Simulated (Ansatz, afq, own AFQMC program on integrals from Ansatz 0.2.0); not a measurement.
**Where AFQMC and coupled cluster stand for C2H8BGeN, singlet**

| atom | x (Å) | y (Å) | z (Å) |
| --- | --- | --- | --- |
| B | -0.4771 | 0.4527 | 1.8465 |
| N | -0.1360 | 0.1363 | 0.5168 |
| Ge | 0.4239 | -1.6044 | 0.0683 |
| C | -0.2060 | 1.1052 | -0.4924 |
| C | 0.0900 | 0.9415 | -1.7870 |
| H | -0.8341 | 1.5800 | 2.1061 |
| H | -0.4086 | -0.3986 | 2.7012 |
| H | -0.5445 | -2.1705 | -0.9834 |
| H | 0.3879 | -2.4111 | 1.3675 |
| H | 1.8443 | -1.5236 | -0.5152 |
| H | -0.5445 | 2.0821 | -0.1297 |
| H | 0.4326 | -0.0070 | -2.2098 |
| H | -0.0077 | 1.7829 | -2.4742 |

Basis def2-SVP. Only valence electrons are correlated. AFQMC by an in-house program on the Cholesky factors that Ansatz 0.2.0 writes for its CCSD(T) run. ph-AFQMC/CISD is guided by a CISD state made of CCSD amplitudes; releasing the constraint for a short imaginary time cuts its bias at the price of noise, slowly where states lie close. ± is one standard error of the sampling. No spin–orbit coupling.

Determinant: RHF, the one that the program's search chose, which needn't be the lowest solution. The geometry is a PBE0/def2-SVP stationary point of this or a neighbouring charge and spin state.

No full CI on the walks' own integrals is used here. The released AFQMC energy serves as the reference, which it does only where one determinant dominates, the energy is flat over the last release times and near the phaseless one (40 meV or 2 meV an electron, half that with transition metals). On small molecules, where full CI could be run and the noise was under 10 meV, such values lay within 10 meV of it in 19 cases of 20, a flattering rate, since the rule was set on those same cases; what remains of the bias isn't in the error bar.

Cautions: no relativity below Rb; no spin-orbit coupling; inner d shell frozen; the released value is read at 0.90 1/Eh with a noise of 20 meV, more than in the cases checked (meV from the phaseless value at times in 1/Eh: -5 ± 16 at 0.21, -3 ± 15 at 0.42, -5 ± 12 at 0.63, 15 ± 20 at 0.90).

- T1 diagnostic: 0.0141
- weight of the determinant in the CISD state: 0.767
- size of the correlated space: 28 electrons in 110 orbitals

| level | correlation energy (eV) |
| --- | --- |
| MP2 | -16.9256 |
| CCSD | -18.5877 |
| CCSD(T) | -19.2218 |

**Question.** Estimate where phaseless AFQMC with a CISD trial lies against CCSD(T) on the same integrals.

**Answer.** 6.9 ± 1.8 kJ/mol below CCSD(T).

Reference: AFQMC with the constraint released, correlation energy -19.279 ± 0.020 eV.

| level | E − E(reference) (kJ/mol) | share of correlation (%) |
| --- | --- | --- |
| CCSD(T) | 5.5 ± 1.9 | 99.70 |
| ph-AFQMC/CISD | -1.4 ± 2.6 | 100.08 |

Released energies are given only where the last usable release times agree within the noise; a slower fall can still hide under it.
